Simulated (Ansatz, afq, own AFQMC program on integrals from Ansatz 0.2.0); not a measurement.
**Where AFQMC and coupled cluster stand for Ge2H3, quartet**

```
atom    x (Å)    y (Å)    z (Å)
  Ge  -0.0020   0.0000   1.2075
  Ge  -0.0014   0.0000  -1.2815
   H   1.5002   0.0000   1.5882
   H  -0.6286   1.2435   1.8741
   H  -0.6287  -1.2435   1.8741
```

Connectivity, by distances: GeH3–Ge.

Basis cc-pVDZ. Noble-gas cores (and the filled d shells of Ga–Kr and In–Xe) are frozen. Integrals, coupled cluster, full CI and functionals: Ansatz 0.2.0; the random walks run on the same integrals in our own AFQMC program. ph-AFQMC/CISD is guided by a CISD state made of CCSD amplitudes; releasing the constraint for a short imaginary time cuts its bias at the price of noise, slowly where states lie close. Uncertainties: one standard error, sampling alone. No spin–orbit coupling.

Determinant: ROHF, the one that the program's search chose, which needn't be the lowest solution. The geometry is a PBE0/def2-TZVP stationary point of this or a neighbouring charge and spin state.

No full CI on the walks' own integrals is used here. The released AFQMC energy serves as the reference, which it does only where one determinant dominates, the energy is flat over the last release times and near the phaseless one (40 meV or 2 meV an electron, half that with transition metals). On small molecules, where full CI could be run and the noise was under 10 meV, such values lay within 10 meV of it in 19 cases of 20, a flattering rate, since the rule was set on those same cases; what remains of the bias isn't in the error bar.

Cautions: no relativity below Rb; no spin-orbit coupling; inner d shell frozen; another spin lies lower (by 1.04 eV); the released value is read at 1.50 1/Eh with a noise of 12 meV, more than in the cases checked (meV from the phaseless value at times in 1/Eh: -6 ± 11 at 0.24, -4 ± 10 at 0.50, -18 ± 9 at 1.00, 2 ± 12 at 1.50).

```
T1 diagnostic                               : 0.0232
weight of the determinant in the CISD state : 0.876
size of the correlated space                : 11 electrons in 41 orbitals
```

| level | correlation energy (eV) |
| --- | --- |
| MP2 | -3.9696 |
| CCSD | -4.9743 |
| CCSD(T) | -5.1024 |

**Question.** Estimate where AFQMC with the constraint released lies against CCSD(T) on the same integrals.

**Answer.** 2.8 ± 1.2 kJ/mol below CCSD(T).

Reference: AFQMC with the constraint released, correlation energy -5.131 ± 0.012 eV.

| level | E − E(reference) (kJ/mol) | share of correlation (%) |
| --- | --- | --- |
| CCSD(T) | 2.8 ± 1.2 | 99.44 |
| ph-AFQMC/CISD | -0.2 ± 1.5 | 100.04 |

A walk keeps the symmetry of its determinant, which the program's search chose and which needn't be the lowest solution, so a lower state of the same spin and another symmetry isn't excluded. Released energies are given only where the last usable release times agree within the noise; a slower fall can still hide under it.
